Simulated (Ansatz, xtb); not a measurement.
# Ranking isomers of C4H5Cl

3 gas-phase structures of C4H5Cl, from a drawn sample of its isomers (lower ones may exist). Each was relaxed with GFN2-xTB:

A. `C=C/C=C/Cl`, a singlet
B. `C=C/C=C\Cl`, a singlet
C. `C=CC(=C)Cl`, a singlet

Task: Which do you expect lowest at r2SCAN-D4/def2-SVP//GFN2-xTB, and how would the others follow?

Result: Calculated order at r2SCAN-D4/def2-SVP//GFN2-xTB: B (0.0), C (0.3), A (0.7) kcal/mol. Less than 1 kcal/mol parts B and C; C and A, so the order within those pairs means little.

Energies above the lowest of each column, in kcal/mol; the last columns are at r2SCAN-D4/def2-SVP geometries:

| structure | GFN2-xTB | HF/STO-3G | r2SCAN-D4/def2-SVP//GFN2-xTB | r2SCAN-D4/def2-SVP | CCSD(T)/def2-SVP + ΔMP2/def2-TZVPP |
| --- | --- | --- | --- | --- | --- |
| B | 0.6 | 0.0 | 0.0 | 0.0 | 0.5 |
| C | 0.0 | 0.2 | 0.3 | 0.2 | 0.0 |
| A | 0.0 | 0.0 | 0.7 | 0.7 | 0.8 |

Every level run on C puts it lowest or level with the lowest. CCSD(T)/def2-SVP + ΔMP2/def2-TZVPP orders those it was run on as C (0.0), B (0.5), A (0.8) kcal/mol. Less than 1 kcal/mol parts C and B; B and A, so the order within those pairs means little. Flexible structures stand in one conformer each, not always the lowest. ΔMP2 is the change of the MP2 energy from the smaller to the larger basis.

Programs: Ansatz 0.2.0, xtb 6.7.1.
